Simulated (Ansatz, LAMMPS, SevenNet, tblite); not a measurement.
**Wurtzite ZnO, elastic constant C11**

Reference value: 207 GPa (measured, temperature not stated, no zero-point or thermal correction; as tabulated in Oses et al. (2018), arXiv:1811.08464).

| level (code) | value (GPa) | cell (Å³/atom) |
|---|---|---|
| ReaxFF ZnOH (LAMMPS) | 185 | 12.35 |
| GFN1-xTB (tblite) | 66.4 | 15.51 |
| SevenNet-0 | 187 | 12.41 |
| LDA (Ansatz) | [?] | 11.33 |
| PBE (Ansatz) | 188 | 12.32 |
| r²SCAN (Ansatz) | 210 | 11.81 |
| PBE0 (Ansatz) | [?] | 11.92 |

Question: Complete the blanks.

Answer: 
- LDA (Ansatz, an electronic-structure program), value (GPa): 221
- PBE0 (Ansatz), value (GPa): 214

Differences against the reference: ReaxFF ZnOH -10.6 %, GFN1-xTB -68 %, SevenNet-0 -9.7 %, LDA +6.8 %, PBE -9.2 %, r²SCAN +1.4 %, PBE0 +3.4 %.

The reference's temperature isn't stated, so close values are not ranked against it. Off by more than 25 %, or 35 % on the side where a correction would as a rule narrow the miss (bounds picked here): GFN1-xTB (-68 %).

The measured value isn't corrected to a static lattice, so vibrations enter the comparison. A static lattice is as a rule stiffer than a warm one, by over a tenth in soft solids.  GFN1-xTB: the relaxed volume lies over a fifth from the starting cell. GFN1-xTB: the method was fitted mainly to molecules. GFN1-xTB: the run uses a supercell at the zone centre in place of a k mesh. Each level is taken at its own relaxed cell. Cutoffs and k meshes differ between the levels. Ansatz's density-functional and Hartree–Fock values are scalar-relativistic unless marked +SOC, with PAW data made under PBE.

Empirical potentials (ReaxFF ZnOH) are fitted to chosen data: where that held the value shown, agreement is built in, and what lay outside the fit can be far off. Machine-learned potentials (SevenNet-0) are trained on DFT data: a solid inside that data is no test of them.

Differences are worked out from the printed values.
